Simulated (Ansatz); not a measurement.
```yaml
crystal:
  periodic: [false, false, false]
  atoms:
    - {symbol: Zr, position_ang: [0.005738, -0.206096, -0.145657]}
    - {symbol: O, position_ang: [-0.031983, 1.285645, 0.789532]}
    - {symbol: H, position_ang: [-0.011679, -1.754741, 0.650175]}
basis:
  gaussian: {orbitals: def2-TZVP}
magnetization: {spin_polarized: true, initial_magnetization: 1}
hamiltonian: {xc: pbe0}
relax: {f_tol: 0.004, max_steps: 80}
```

```sh
$ ansatz run in.yaml --threads 1 --pin off --events-out ev --progress --plain --max-ram 2176MiB
```

Steps of the relaxation (energy above the last step; positions in Å, forces in eV/Å):

```
3
step 1, 279.7 meV
Zr    0.006   -0.206   -0.146    0.018    2.810   -1.018
O    -0.032    1.286    0.790    0.017   -1.561   -0.288
H    -0.012   -1.755    0.650   -0.035   -1.249    1.307
```

```
3
step 2, 81.7 meV
Zr    0.011   -0.119   -0.319   -0.058    0.663    1.705
O    -0.034    1.194    0.852    0.047   -1.362   -1.230
H    -0.015   -1.750    0.761    0.012    0.699   -0.475
```

```
3
step 3, 29.5 meV
Zr    0.010   -0.161   -0.284   -0.027    1.291    0.647
O    -0.033    1.176    0.848    0.033   -1.135   -0.849
H    -0.015   -1.690    0.731   -0.006   -0.156    0.202
```

```
3
step 5, 1.8 meV
Zr    0.010   -0.137   -0.296    0.010   -0.291   -0.280
O    -0.033    1.141    0.844   -0.010    0.258    0.270
H    -0.015   -1.680    0.746   -0.001    0.033    0.010
```

```
3
step 6, 0.0 meV
Zr    0.010   -0.140   -0.303    0.000    0.001   -0.004
O    -0.033    1.137    0.849    0.000   -0.004    0.002
H    -0.015   -1.673    0.748    0.000    0.003    0.002
```

```
3
step 7, 0.0 meV
Zr    0.010   -0.140   -0.303    0.000    0.000    0.003
O    -0.033    1.136    0.849    0.000   -0.003   -0.002
H    -0.015   -1.672    0.748    0.000    0.003   -0.001
```

Close pairs at the end: Zr1–O2 1.720 Å, Zr1–H3 1.858 Å.

A stationary point of unrestricted PBE0 after 7 steps, with ⟨S²⟩ = 0.754 against 0.75 for a pure state; no frequencies were run, so it isn't proven a minimum. 18 s on 1 thread of Intel Xeon 6975P-C, shared host.
